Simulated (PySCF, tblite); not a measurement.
# How well do the runs reproduce experiment for sulfuryl chloride?

**What was measured.**

From NIST CCCBDB Release 22 (SRD 101), experimental dipoles, for the gas: dipole moment (dielectric constant against temperature) 1.81 D.

From CRC Handbook of Chemistry and Physics, for the gas at 298.15 K: standard entropy 311.9 J/(mol K).

The results are set against them at the end.

Sulfuryl chloride, Cl2O2S.
SMILES with atom numbers: `[O:1]=[S:2](=[O:3])([Cl:4])[Cl:5]`

Geometry (GFN2-xTB, Å), atoms numbered from 1 in this order:
```xyz
5
Cl2O2S angstrom
O      0.0029   -0.9712   -1.2097
S     -0.0036   -0.2368    0.0031
O     -0.0399   -0.9036    1.2539
Cl     1.5989    1.0245   -0.0031
Cl    -1.5497    1.0900   -0.0614
```

The PySCF runs (gas phase, on this GFN2-xTB geometry; no spin–orbit coupling):

```csv
level,job,basis functions,wall time
PBE0/pcSseg-1,"shieldings, charges and field gradients, density and orbital grids written",106,9.0 s
```

Hardware: an Arm Neoverse V1 with one thread, on a shared host.

GFN2-xTB wavenumbers (cm⁻¹, harmonic, unscaled, at the method's own geometry): 166, 245, 296, 314, 345, 507, 508, 1137, 1319. Point group C2v, symmetry number 2. Entropy at 298.15 K and 1 bar in J/(mol K): translation 169.9, rotation 109.3, vibration 40.1.

## Comparison

**Dipole moment.** Measured: 1.81 D (NIST CCCBDB Release 22 (SRD 101), experimental dipoles).

| level | computed (D) | computed − measured (D) | % (from the printed values) |
| --- | --- | --- | --- |
| PBE0/pcSseg-1 | 1.65 | -0.16 | -9 |

The computed dipoles belong to one fixed geometry; measured ones are averaged over vibrations unless marked μe. Magnitudes are compared, not signs.

**Standard entropy at 298.15 K.** Measured: 311.9 J/(mol K) (298.15 K; CRC Handbook of Chemistry and Physics).

```
                                        level  computed (J/(mol K))  computed − measured (J/(mol K))  % (from the printed values)
GFN2-xTB, rigid rotor and harmonic oscillator                 319.2                             +7.3                           +2
```

Ideal gas at 1 bar, most abundant isotopes; table values of this kind come from calorimetry or from spectroscopic constants.

No measured geometry was used, and the causes of the misses weren't examined.
